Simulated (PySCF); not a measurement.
Phosphorus: a sound run and one with changed settings

Sound run: P [Ne] 3s2 3p3, P+ [Ne] 3s2 3p2. All numbers are calculated (PySCF 2.14, the non-relativistic Hamiltonian (point nucleus), in cc-pV(T+d)Z (5s4p3d1f, 39 functions)). In the sound run the correlated levels freeze [Ne]. The sound run starts from symmetry-adapted Hartree-Fock orbitals and uses a fine grid where one is needed.

Changed run: basis STO-3G. This setting is unsound on purpose.

```
species   method  sound run (hartree)  changed run (hartree)  converged
      P      UHF           -340.71631             -336.86877        yes
      P      LDA           -339.99464             -336.04658        yes
      P    B3LYP           -341.28585             -337.35851        yes
      P      MP2           -340.79974             -336.86877        yes
     P+      UHF           -340.35204             -336.62453        yes
     P+      LDA           -339.60580             -335.77920        yes
     P+    B3LYP           -340.90420             -337.09425        yes
     P+      MP2           -340.41454             -336.63238        yes
     P+  CCSD(T)           -340.43727             -336.63868        yes
```

Ionisation energy of P:

| method | sound run (eV) | changed run (eV) |
| --- | --- | --- |
| UHF | 9.912 | 6.646 |
| LDA | 10.581 | 7.276 |
| B3LYP | 10.385 | 7.191 |
| MP2 | 10.482 | 6.433 |
| SCS-MP2 | 10.307 | 6.390 |

A minimal basis cannot let orbitals breathe on ionisation and holds almost no correlation.

For comparison, NIST gives 10.487 eV between the lowest levels.
